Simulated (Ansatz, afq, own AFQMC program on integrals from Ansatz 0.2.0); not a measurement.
AFQMC, coupled cluster and functionals along a coordinate of H3O⁺, singlet

```yaml
atoms:
  - { symbol: O, position_ang: [0.0002, -0.0001, -0.0419] }
  - { symbol: H, position_ang: [0.9410, 0.0142, 0.2253] }
  - { symbol: H, position_ang: [-0.4835, 0.8094, 0.2180] }
  - { symbol: H, position_ang: [-0.4600, -0.8219, 0.2221] }
```

The O1–H4 distance is changed with both sides rigid. Energies in mEh count from this geometry (0.978 Å) at the same level; the start stands on RHF, each point on the determinant named.

Basis 6-31G. Noble-gas cores (and the filled d shells of Ga–Kr and In–Xe) are frozen. Integrals, coupled cluster, full CI and functionals: Ansatz 0.2.0; the random walks run on the same integrals in our own AFQMC program. The CISD trial takes its coefficients from CCSD amplitudes. Released means that phaseless walkers are propagated on without the constraint, phases kept. Uncertainties: one standard error, sampling alone.

Cautions, each for one point or more: CCSDTQ on the RHF determinant differs, perhaps since the unrestricted series falls towards higher spin; cluster runs in doubt by the program's own checks; full CI with its own frozen core; higher spins were not checked; raised T1 diagnostic; restricted determinant unstable towards unrestricted; strong correlation; unrestricted determinant spin contaminated; walk and cluster series may follow different spin states.

```
r(O1–H4) / Å   det.     T1  weight  ⟨S²⟩  B2PLYP    PBE0  CCSD(T)
       0.781    RHF  0.006    0.96  pure    59.3    58.6     60.6
       1.220    RHF  0.010    0.95  pure    27.0    27.9     26.3
       1.550    RHF  0.021    0.93  pure    89.2    91.4     88.3
       2.192    RHF  0.077    0.85  pure  177.1§  172.1§    175.1
       3.325  UHF‡¶  0.022    0.96  1.00  211.0§  198.0§    217.8
```

(1) Estimate the curve of full CI, counted from the same start.

## Answers

(1) 
```json
{"r(O1–H4) / Å": "0.781", "det.": "RHF", "T1": "0.006", "weight": "0.96", "⟨S²⟩": "pure", "FCI": "60.7", "ph-AFQMC/CISD": "60.8 ± 0.2", "released AFQMC": "60.7 ± 0.2", "CCSDT(Q)": "60.7"}
{"r(O1–H4) / Å": "1.220", "det.": "RHF", "T1": "0.010", "weight": "0.95", "⟨S²⟩": "pure", "FCI": "26.2", "ph-AFQMC/CISD": "26.4 ± 0.3", "released AFQMC": "26.1 ± 0.2", "CCSDT(Q)": "26.2"}
{"r(O1–H4) / Å": "1.550", "det.": "RHF", "T1": "0.021", "weight": "0.93", "⟨S²⟩": "pure", "FCI": "88.1", "ph-AFQMC/CISD": "88.3 ± 0.3", "released AFQMC": "88.1 ± 0.3", "CCSDT(Q)": "88.1"}
{"r(O1–H4) / Å": "2.192", "det.": "RHF", "T1": "0.077", "weight": "0.85", "⟨S²⟩": "pure", "FCI": "176.6", "ph-AFQMC/CISD": "176.4 ± 0.5", "released AFQMC": "175.6 ± 0.8", "CCSDT(Q)": "176.6"}
{"r(O1–H4) / Å": "3.325", "det.": "UHF‡¶", "T1": "0.022", "weight": "0.96", "⟨S²⟩": "1.00", "FCI": "–", "ph-AFQMC/CISD": "218.5 ± 0.5", "released AFQMC": "218.3 ± 0.7*", "CCSDT(Q)": "217.5"}
```

Weight is that of the determinant in the CISD state; at the start T1 is 0.007 and the weight 0.96. ¶ marks points with a poor determinant and no full CI, where no value is sure; they don't count among the departures. An asterisk marks released energies that aren't shown to be converged. A double dagger marks points where the walks on two determinants ended up to 46.8 mEh apart; the lower is shown. A dash marks a missing value, a released energy that hasn't settled or a functional that sits on another state. § marks a functional whose ⟨S²⟩ is too high by over 0.1. Largest departures from full CI where it is shown: CCSD(T) -1.5 mEh at 2.192 (on RHF), ph-AFQMC/CISD 0.2 mEh at 1.220 (on RHF) (within the noise), released AFQMC -1.0 mEh at 2.192 (on RHF) (within the noise), CCSDT(Q) 0.0 mEh at 1.550 (on RHF), B2PLYP -1.4 mEh at 0.781, PBE0 3.3 mEh at 1.550. Functionals count only at points shown to share the start's state and spin. In this small basis the wave-function levels are far from their limit, so their gap to the functionals isn't the functionals' error.

CCSDT and higher add their correlation energy to the determinant of the CCSD(T) run, since their own runs factorise the integrals more tightly (a shift of under 2 meV). A walk keeps the symmetry of its determinant, which the program's search chose and which needn't be the lowest solution, so a lower state of the same spin and another symmetry isn't excluded.
